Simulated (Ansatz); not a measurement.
# BAs⁺, quartet in cc-pVDZ: errors against full CI

Geometry: a point of a stretch scan, not a stationary point.

```xyz
2

B     0.0000    0.0000    0.0000
As    0.0000    0.0000    2.6710
```

Basis cc-pVDZ; Ansatz 0.2.0. Correlated methods freeze the noble-gas cores and the filled d shells of p-block atoms, which leaves 7 electrons in 26 orbitals. Prefix R: restricted or restricted open-shell reference; prefix U: unrestricted. Active spaces: pair = (5e, 5o) about the gap; valence = (7e, 8o) chosen from the atoms' valence shells. No spin–orbit coupling is included, and no scalar relativity.

Full CI is exact within this basis and frozen core; it isn't the basis-set limit. The frozen core follows each run's orbitals, which can shift R against U totals by a few meV for light atoms and by up to 0.1 eV past Ca.

For open shells CISD is restricted-active-space CI with the open shells as a complete middle space.

- UHF ⟨S²⟩: 3.825
- T1 diagnostic (RCCSD): 0.0359
- largest doubles amplitude (RCCSD): 0.097

| level | E − E(RHF) (eV) |
| --- | --- |
| RMP2 | -2.7317 |
| RCCSD | -3.7801 |
| RCCSD(T) | -3.8799 |

**Question.** Estimate how far full CI in cc-pVDZ lies from RCCSD(T). The table doesn't fix it; the size of (T) and the diagnostics are the guide.

**Answer.** Full CI in cc-pVDZ lies 1.50 mEh below RCCSD(T), which is 41 % of the (T) step (-3.67 mEh). T1 is raised, and the rest is a large part of (T).

The other levels:

```
                   level  E − E(full CI) (mEh)  share of correlation (%)  wall time
                    CISD                 11.89                     91.75      1.4 s
                 BCCD(T)                  1.53                     98.94        2 s
                  RCCSDT                  0.26                     99.82          –
               RCCSDT(Q)                  0.02                     99.99        6 s
     CASSCF (pair space)                122.17                     15.21          –
     NEVPT2 (pair space)                 40.71                     71.75      2.7 s
     MRCISD (pair space)                 10.93                     92.42          –
   MRCISD+Q (pair space)                 -0.89                    100.62      3.1 s
  CASSCF (valence space)                 82.44                     42.78          –
  NEVPT2 (valence space)                 17.58                     87.80      2.3 s
  MRCISD (valence space)                  3.42                     97.63          –
MRCISD+Q (valence space)                 -0.99                    100.69      3.1 s
```

The correlation energy at full CI, counted from RHF, is -3.921 eV. That run took 2.8 min on 1 thread of Arm Neoverse V1, shared host over 5,352,180 determinants.

Run but not shown, since their state, orbitals or frozen core can't be matched to the reference's or they repeat it: UHF, UMP2, UCCSD, UCCSD(T), UCCSDT, UCCSDT(Q).

Times hold each run's SCF and search for its determinant on a shared host, so for small cases they say little of a method's own cost; they ran on 1 thread of Arm Neoverse V1. Some runs computed forces too.

Not variational, and here over 5 meV under the exact energy: MRCISD+Q (pair space), MRCISD+Q (valence space).

The full-CI state has the irrep A2 of C2v, in the program's axes (one component, if the state is degenerate).

Natural occupations of full CI about the gap: 1.948 1.857 0.984 0.984 0.980 0.059 0.057 0.057 0.009 0.009; effectively unpaired electrons, Σ n²(2−n)², 3.12.
